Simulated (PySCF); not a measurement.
Zinc-blende AlP: correlation energy from several methods in one and the same small orbital space (PySCF; 2 atoms at the zone centre, 8 electrons in 58 orbitals, empty ones MP2 natural orbitals of a TZ basis, lattice constant set to 5.29911 Å). Its volume lies 9 % below that of the crystal's usual cell. It tests the methods against each other and lies far from the crystal's limit.

CCSDT(Q) gives -2.7690 eV per atom.

Task: What share of it do MP2, CCSD, CCSD(T), CCSDT recover?

Result: MP2 72.5 %; CCSD 95.2 %; CCSD(T) 98.8 %; CCSDT 99.8 %.

```csv
method,E_corr (eV per atom),share of CCSDT(Q) (%),difference (meV)
MP2,-2.0064,72.5,763
CCSD,-2.6370,95.2,132
CCSD(T),-2.7359,98.8,33
CCSDT,-2.7625,99.8,7
CCSDT(Q),-2.7690,100.0,0
```

MP2, (T) and (Q) use filled levels shifted down by the Madelung term, which in so small a cell is a large part of the gap, so these rows hang on it.

CCSDT(Q) is the highest level reached here, not an exact value.
